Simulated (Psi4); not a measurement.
# H2O2 (hydrogen peroxide): methods side by side

H2O2: 4 atoms, total charge 0, spin state singlet. As SMILES, `OO`. Geometry: optimised at PBE0/def2-TZVP.

```xyz
4

O    -0.2962   -0.6722   -0.0804
O     0.2525    0.6340    0.0769
H     0.3552   -1.2043    0.3925
H     0.4818    0.8490   -0.8354
```

Each level gives the dipole moment (D). The values are calculated.

```
                                 level                    kind  program  value (D)
   PBE-D4/def2-TZVPP (density fitting)                     GGA     Psi4       1.74
r2SCAN-D4/def2-TZVPP (density fitting)                meta-GGA     Psi4       1.77
 B3LYP-D4/def2-TZVPP (density fitting)           global hybrid     Psi4       1.79
  PBE0-D4/def2-TZVPP (density fitting)           global hybrid     Psi4       1.79
  wB97M-V/def2-TZVPP (density fitting)  range-separated hybrid     Psi4       1.79
```

The values span 1.74 to 1.79 D. Magnitudes only.
